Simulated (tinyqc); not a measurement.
Worked calculation: UHF in the sto-6g basis, for CH2, spin multiplicity 3. One step of it, computed by the program tinyqc.

Question. Iteration 2: diagonalisation and new density. Diagonalise F' = X^T F X, C = X C', fill 5 alpha and 3 beta electrons from the bottom; D(s) = C_occ C_occ^T. Each column has its largest component positive (the first on a tie).

F(alpha) (hartree), order 1C 1s, 1C 2s, 1C 2px, 1C 2py, 1C 2pz, 2H 1s, 3H 1s:
```
[[-11.151455, -2.868039, 0.000000, 0.000502, -0.005364, -0.343705, -0.378990],
 [-2.868039, -1.460658, 0.000000, 0.004411, 0.044759, -0.435783, -0.465420],
 [0.000000, 0.000000, -0.357659, 0.000000, 0.000000, 0.000000, 0.000000],
 [0.000502, 0.004411, 0.000000, -0.123004, 0.008062, -0.304073, 0.316869],
 [-0.005364, 0.044759, 0.000000, 0.008062, -0.157690, -0.195324, -0.200589],
 [-0.343705, -0.435783, 0.000000, -0.304073, -0.195324, -0.310297, -0.068024],
 [-0.378990, -0.465420, 0.000000, 0.316869, -0.200589, -0.068024, -0.328120]]
```

F(beta) (hartree), order 1C 1s, 1C 2s, 1C 2px, 1C 2py, 1C 2pz, 2H 1s, 3H 1s:
```
[[-11.101299, -2.822964, 0.000000, 0.000559, -0.008466, -0.334265, -0.368894],
 [-2.822964, -1.170924, 0.000000, 0.006317, -0.121666, -0.415778, -0.441667],
 [0.000000, 0.000000, 0.359425, 0.000000, 0.000000, 0.000000, 0.000000],
 [0.000559, 0.006317, 0.000000, -0.035071, 0.004359, -0.286056, 0.296365],
 [-0.008466, -0.121666, 0.000000, 0.004359, 0.303084, -0.094870, -0.102252],
 [-0.334265, -0.415778, 0.000000, -0.286056, -0.094870, -0.191245, -0.031656],
 [-0.368894, -0.441667, 0.000000, 0.296365, -0.102252, -0.031656, -0.215198]]
```

X, order 1C 1s, 1C 2s, 1C 2px, 1C 2py, 1C 2pz, 2H 1s, 3H 1s:
```
[[-0.377172, -0.079951, 0.723971, 0.000000, -0.579393, 0.021656, 0.245822],
 [0.960237, 0.167133, -0.271488, 0.000000, -0.252630, 0.034555, 0.503720],
 [0.000000, 0.000000, 0.000000, 1.000000, 0.000000, 0.000000, 0.000000],
 [-0.179086, 0.912013, 0.004250, 0.000000, -0.000518, 0.612537, -0.036682],
 [0.382688, 0.063589, 0.649117, 0.000000, 0.671807, 0.012432, 0.196782],
 [-0.491803, -0.790871, -0.234984, 0.000000, 0.190614, 0.434429, 0.343127],
 [-0.766964, 0.574474, -0.222356, 0.000000, 0.181739, -0.382782, 0.396495]]
```

Give: F' = X^T F X; orbital energies; coefficients C; F' = X^T F X; orbital energies; coefficients C; D(alpha) after iteration 2; D(beta) after iteration 2.

Answer.

F' = X^T F X (alpha) (hartree):
```
[[-0.195, -0.157, 1.519, 0.000, -1.065, 0.027, 0.556],
 [-0.157, 0.417, 0.358, 0.000, -0.266, 0.112, 0.140],
 [1.519, 0.358, -4.708, 0.000, 4.413, -0.204, -2.620],
 [0.000, 0.000, 0.000, -0.358, 0.000, 0.000, 0.000],
 [-1.065, -0.266, 4.413, 0.000, -4.644, 0.215, 2.737],
 [0.027, 0.112, -0.204, 0.000, 0.215, -0.453, -0.139],
 [0.556, 0.140, -2.620, 0.000, 2.737, -0.139, -2.387]]
```

orbital energies (alpha) (hartree): [-11.154, -0.815, -0.454, -0.358, -0.344, 0.331, 0.467]

coefficients C (alpha), order 1C 1s, 1C 2s, 1C 2px, 1C 2py, 1C 2pz, 2H 1s, 3H 1s:
```
[[0.996, -0.240, -0.007, 0.000, 0.082, -0.117, 0.013],
 [0.018, 0.882, 0.038, 0.000, -0.420, 0.618, -0.076],
 [0.000, 0.000, 0.000, 1.000, 0.000, 0.000, 0.000],
 [0.000, -0.007, 0.506, 0.000, 0.015, 0.082, 0.989],
 [0.001, -0.023, -0.032, 0.000, 0.723, 0.731, -0.063],
 [-0.003, 0.174, 0.473, 0.000, 0.428, -0.706, -0.574],
 [-0.003, 0.190, -0.495, 0.000, 0.377, -0.608, 0.715]]
```

F' = X^T F X (beta) (hartree):
```
[[-0.025, -0.141, 1.430, 0.000, -1.200, 0.028, 0.593],
 [-0.141, 0.524, 0.340, 0.000, -0.296, 0.115, 0.145],
 [1.430, 0.340, -4.472, 0.000, 4.654, -0.205, -2.617],
 [0.000, 0.000, 0.000, 0.359, 0.000, 0.000, 0.000],
 [-1.200, -0.296, 4.654, 0.000, -4.277, 0.216, 2.764],
 [0.028, 0.115, -0.205, 0.000, 0.216, -0.373, -0.133],
 [0.593, 0.145, -2.617, 0.000, 2.764, -0.133, -2.224]]
```

orbital energies (beta) (hartree): [-11.103, -0.610, -0.375, 0.218, 0.359, 0.452, 0.570]

coefficients C (beta), order 1C 1s, 1C 2s, 1C 2px, 1C 2py, 1C 2pz, 2H 1s, 3H 1s:
```
[[0.997, -0.214, -0.008, -0.148, 0.000, -0.090, 0.012],
 [0.014, 0.770, 0.037, 0.708, 0.000, 0.492, -0.070],
 [0.000, 0.000, 0.000, 0.000, 1.000, 0.000, 0.000],
 [0.000, -0.016, 0.506, 0.010, 0.000, 0.078, 0.989],
 [0.002, 0.103, 0.001, -0.537, 0.000, 0.871, -0.070],
 [-0.002, 0.253, 0.494, -0.503, 0.000, -0.606, -0.581],
 [-0.003, 0.287, -0.475, -0.483, 0.000, -0.511, 0.708]]
```

D(alpha) after iteration 2, order 1C 1s, 1C 2s, 1C 2px, 1C 2py, 1C 2pz, 2H 1s, 3H 1s:
```
[[1.056, -0.228, 0.000, -0.001, 0.066, -0.013, -0.014],
 [-0.228, 0.955, 0.000, 0.007, -0.325, -0.008, -0.009],
 [0.000, 0.000, 1.000, 0.000, 0.000, 0.000, 0.000],
 [-0.001, 0.007, 0.000, 0.256, -0.005, 0.245, -0.246],
 [0.066, -0.325, 0.000, -0.005, 0.524, 0.290, 0.284],
 [-0.013, -0.008, 0.000, 0.245, 0.290, 0.437, -0.040],
 [-0.014, -0.009, 0.000, -0.246, 0.284, -0.040, 0.423]]
```

D(beta) after iteration 2, order 1C 1s, 1C 2s, 1C 2px, 1C 2py, 1C 2pz, 2H 1s, 3H 1s:
```
[[1.039, -0.151, 0.000, -0.001, -0.020, -0.061, -0.060],
 [-0.151, 0.594, 0.000, 0.006, 0.079, 0.213, 0.204],
 [0.000, 0.000, 0.000, 0.000, 0.000, 0.000, 0.000],
 [-0.001, 0.006, 0.000, 0.256, -0.001, 0.246, -0.245],
 [-0.020, 0.079, 0.000, -0.001, 0.011, 0.026, 0.029],
 [-0.061, 0.213, 0.000, 0.246, 0.026, 0.308, -0.162],
 [-0.060, 0.204, 0.000, -0.245, 0.029, -0.162, 0.308]]
```
